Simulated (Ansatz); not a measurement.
A ladder of methods for COF2 (carbonyl fluoride)

COF2: 4 atoms, total charge 0, spin state singlet. SMILES: `O=C(F)F`. Geometry: relaxed at GFN2-xTB.

| atom | x (Å) | y (Å) | z (Å) |
| --- | --- | --- | --- |
| O | -1.2438 | -0.1573 | 0.1539 |
| C | -0.1025 | -0.0132 | 0.0129 |
| F | 0.8510 | -0.8234 | 0.4225 |
| F | 0.4953 | 0.9939 | -0.5893 |

Quantity: the energy change with the C2–F3 bond stretched from 1.317 to 2.633 Å, in eV. The values are calculated.

```
                        level                    kind  program  value (eV)  less FCI/STO-3G  CPU time (all runs)
       HF/STO-3G (restricted)            Hartree–Fock   Ansatz        8.94            +5.61               0.21 s
   r2SCAN/STO-3G (restricted)                meta-GGA   Ansatz        5.56            +2.23                4.9 s
    B3LYP/STO-3G (restricted)           global hybrid   Ansatz        5.85            +2.52                1.8 s
    BHLYP/STO-3G (restricted)           global hybrid   Ansatz        7.16            +3.83                1.7 s
CAM-B3LYP/STO-3G (restricted)  range-separated hybrid   Ansatz        6.59            +3.26                2.1 s
    HSE06/STO-3G (restricted)  range-separated hybrid   Ansatz        6.24            +2.91                2.1 s
   B2PLYP/STO-3G (restricted)           double hybrid   Ansatz        5.36            +2.03                2.3 s
  BCCD(T)/STO-3G (restricted)   coupled cluster or CI   Ansatz        3.07            -0.26               0.58 s
                   FCI/STO-3G      exact in the basis   Ansatz        3.33             0.00                 29 s
```

FCI/STO-3G is exact within its basis and frozen core, so for wave-function methods in that basis the difference is their error; functionals converge differently with the basis, so for them it is only a difference. Spin-restricted single references rise too steeply as a bond breaks, Hartree–Fock most of all. Perturbation and coupled-cluster corrections on them can overshoot downwards. The first shape isn't each level's own minimum. The values span 3.07 to 8.94 eV. All rows use very small basis sets, so even the best lies far from the true value. Times are those of the runs behind each value, whatever else they computed, on shared processors of several kinds: orders of magnitude only.
